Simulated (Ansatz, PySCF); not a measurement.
Energy from the minimum to the longest scanned distance (2.9 to 4 times the starting length) of diatomic hydrides, at UKS-B3LYP/6-31G* and at FCI.

Values in kJ/mol, from Ansatz (a program for electronic structure) and PySCF. Where two bases are given, the first is that of UKS-B3LYP/6-31G*. Full CI is exact in its basis, with frozen cores. Scans on which UKS-B3LYP/6-31G* failed, held another spin at the minimum or broke off are missing, so the means are lower bounds.

```
system                             basis  UKS-B3LYP/6-31G*  FCI  UKS-B3LYP/6-31G* − FCI
------------------  --------------------  ----------------  ---  ----------------------
HLi singlet         6-31G* / aug-cc-pVQZ               238  240                      -2
HSi cation singlet      6-31G* / cc-pVDZ               318  302                      16
HSi cation singlet  6-31G* / aug-cc-pVTZ               318  323                      -5
HO cation triplet       6-31G* / cc-pVDZ               329  456                    -127
HSi cation singlet    6-31G* / def2-TZVP               318  318                       0
HAs triplet           6-31G* / def2-TZVP               288  262                      26
HSi doublet             6-31G* / cc-pVDZ               306  278                      28
HF cation doublet      6-31G* / def2-SVP               303  360                     -57
HAl singlet             6-31G* / cc-pVDZ               301  284                      17
HCl cation doublet  6-31G* / aug-cc-pVDZ               348  428                     -80
```

The mean difference from FCI is -18 kJ/mol (median -1) and the mean absolute one 36 kJ/mol (median 22); UKS-B3LYP/6-31G* lies above in 5 and below in 5 of 10 cases. It is closest for HSi cation singlet (0), HLi singlet (-2), HSi cation singlet (-5) and furthest off for HO cation triplet (-127), HCl cation doublet (-80), HF cation doublet (-57).
